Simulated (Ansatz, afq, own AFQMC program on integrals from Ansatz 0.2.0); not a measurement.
## CH$_{4}$N⁺, singlet: AFQMC among the cluster methods

```yaml
atoms:
  - { symbol: N, position_ang: [-0.0887, 0.0000, 0.6446] }
  - { symbol: C, position_ang: [0.0848, 0.0000, -0.7305] }
  - { symbol: H, position_ang: [0.2213, -0.8326, 1.1206] }
  - { symbol: H, position_ang: [0.2213, 0.8326, 1.1206] }
  - { symbol: H, position_ang: [-0.1102, -0.9302, -1.2469] }
  - { symbol: H, position_ang: [-0.1102, 0.9302, -1.2469] }
```

Connectivity, by distances: NH2–CH2.

Basis 6-31G. Noble-gas cores (and the filled d shells of Ga–Kr and In–Xe) are frozen. Ansatz 0.2.0 and our own AFQMC program on the same integrals; the CISD trial comes from CCSD amplitudes, and released means the phaseless constraint is let go. Error bars are statistical, one sigma.

Determinant: UHF, the one that the program's search chose, which needn't be the lowest solution. The geometry is a PBE0/def2-TZVP stationary point of this or a neighbouring charge and spin state.

No full CI on the walks' own integrals is used here; CCSDT(Q) serves as the reference and is uncertain by about the last step of the cluster series.

Cautions: higher spins were not checked; the determinant is a saddle point among determinants of its kind; strong correlation (T1 0.029, weight of the determinant 0.88, largest double 0.16).

The T1 diagnostic is 0.0290. The weight of the determinant in the CISD state is 0.884, the ⟨S²⟩ of the determinant is 0.000 and the size of the correlated space is 12 electrons in 24 orbitals.

Reference: CCSDT(Q), correlation energy -6.347 eV. The released energy is read at 2.40 1/Eh (meV from the phaseless value at times in 1/Eh: -7 ± 11 at 0.24, -10 ± 10 at 0.51, 16 ± 10 at 0.99, -21 ± 11 at 1.62, 11 ± 12 at 2.40).

```csv
level,E − E(reference) (kJ/mol),share of correlation (%)
HF,612.3,0.00
MP2,83.4,86.37
CCSD,21.2,96.53
CCSD(T),2.6,99.57
CCSDT,1.6,99.74
ph-AFQMC/HF,-9.1 ± 5.4,101.49
ph-AFQMC/CISD,-0.3 ± 1.0,100.05
released AFQMC,0.8 ± 1.1,99.87
```

A walk keeps the symmetry of its determinant, which the program's search chose and which needn't be the lowest solution, so a lower state of the same spin and another symmetry isn't excluded. Released energies are given only where the last usable release times agree within the noise; a slower fall can still hide under it.
